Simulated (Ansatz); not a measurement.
Process, species as SMILES: [CH3] (CH3) → CH3+ (singlet, bonded as [CH3]) + e-
B3LYP-D3(BJ)/def2-TZVP geometries, fixed; electronic energies without zero-point terms.
Largest species:
```xyz
4

C      0.0000     0.0000     0.0000
H      0.0036     1.0786    -0.0270
H      0.9326    -0.5425     0.0110
H     -0.9362    -0.5361     0.0160
```
Charge 0, spin multiplicity 2.

Basis-set convergence of the adiabatic ionisation energy at CCSD(T) with Ansatz (a quantum-chemistry and plane-wave program). Cartesian d functions, on some or all atoms, in 6-31G*; all else is spherical. Cores are frozen. Open shells are unrestricted. No added dispersion term, no relativity. Functions are those of the species that has most. Reference: Hartree-Fock in cc-pVQZ plus the correlation part extrapolated as X^-3 from cc-pVTZ and cc-pVQZ, 9.782 eV, itself unsure by roughly 0.013 eV (a third of the extrapolation step and of the last Hartree-Fock step). Deviations are taken from unrounded values.

```csv
basis,functions,adiabatic ionisation energy (eV),minus reference (eV)
6-31G,15,9.294,-0.489
6-31G*,21,9.347,-0.435
6-311+G**,40,9.585,-0.198
def2-SVPD,44,9.646,-0.137
aug-pcseg-1,50,9.548,-0.235
pcseg-2,72,9.691,-0.091
aug-pcseg-2,115,9.722,-0.061
def2-QZVPP,147,9.757,-0.025
pcseg-3,159,9.755,-0.027
```
